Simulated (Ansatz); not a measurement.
`C=CCCO` + `NCS` → `NCSCO` + propene  (substitution at a C–C bond)

Computed with Ansatz on PBE0-D4/def2-TZVP structures; ΔE is electronic, products minus reactants. CBS: MP2 limit from def2 TZ/QZ plus the TZ coupled-cluster correction, frozen cores. DFT in def2-TZVPP. B3LYP here is the variant with VWN-RPA as its local correlation; programs differ in this. Each species was taken in one conformer, which may not be the lowest.

```json
{"level": "B3LYP-D4", "ΔE (eV)": "-0.20"}
{"level": "B3LYP", "ΔE (eV)": "-0.22"}
{"level": "CCSD/def2-TZVPP", "ΔE (eV)": "-0.09"}
{"level": "CCSD(T)/def2-TZVPP", "ΔE (eV)": "-0.11"}
```

What does CCSD(T)/CBS give? (Best estimate.)

Computed: -0.13 eV. The listed levels differ from it by -0.07, -0.09, 0.04, 0.02 eV.

Largest T1 diagnostic among the species: 0.011.

From PBE to PBE0 (25 % exact exchange), in def2-TZVPP and without D4, ΔE moves by +0.06 eV.
